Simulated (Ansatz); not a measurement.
C3H6O2 can be A, `COC(C)=O`, or B, `C=C(O)CO`.

Isolated molecules relaxed with PBE0-D4/def2-TZVP in Ansatz; ΔE leaves out vibrations. CCSD(T)/CBS adds triple-zeta CCSD(T) − MP2 to the extrapolated MP2 energy (def2 sets, frozen cores). DFT in def2-TZVPP. B3LYP here is the variant with VWN-RPA as its local correlation; programs differ in this. One conformer a species, not always the lowest.

A:

Z-matrix (Å, degrees):
```
C
O 1 1.423
H 1 1.088 2 105.9
H 1 1.091 2 110.7 3 119.7
H 1 1.091 2 110.7 3 -119.7
C 2 1.341 1 115.2 3 180.0
O 6 1.201 2 123.3 1 -0.0
C 6 1.498 2 111.1 1 180.0
H 8 1.087 6 109.5 2 179.6
H 8 1.092 6 109.9 2 -59.4
H 8 1.092 6 109.9 2 58.5
```

B:

Z-matrix (Å, degrees):
```
C
O 1 1.419
C 1 1.500 2 111.1
H 1 1.094 2 105.1 3 118.4
H 1 1.094 2 112.3 3 -124.3
H 2 0.962 1 108.2 3 70.1
O 3 1.353 1 113.7 2 41.2
C 3 1.328 1 124.1 2 -140.8
H 7 0.967 3 106.9 1 -14.8
H 8 1.081 3 119.9 1 1.7
H 8 1.082 3 121.3 1 -176.9
```

(1) Which isomer does CCSD(T)/CBS put lower? Give the gap. (An estimate is asked.)

(2) Give E(B) − E(A) in kcal/mol with B3LYP, CCSD/def2-TZVPP, CCSD(T)/def2-TZVPP, PBE-D4, r2SCAN-D4, B3LYP-D4, MP2/def2-TZVPP. (Estimate.)

Largest T1 diagnostic: 0.014.

## Answers

(1) The calculation gave: A, by 21.8 kcal/mol.

(2) Ansatz gave: B3LYP 24.5, CCSD/def2-TZVPP 23.2, CCSD(T)/def2-TZVPP 23.1, PBE-D4 23.4, r2SCAN-D4 24.8, B3LYP-D4 24.1, MP2/def2-TZVPP 23.4. None reverses the order clearly.

In def2-TZVPP, CCSD(T) changes the Hartree–Fock value by −4.9 kcal/mol (the triples alone add −0.1 kcal/mol) and MP2 by −4.6 kcal/mol.
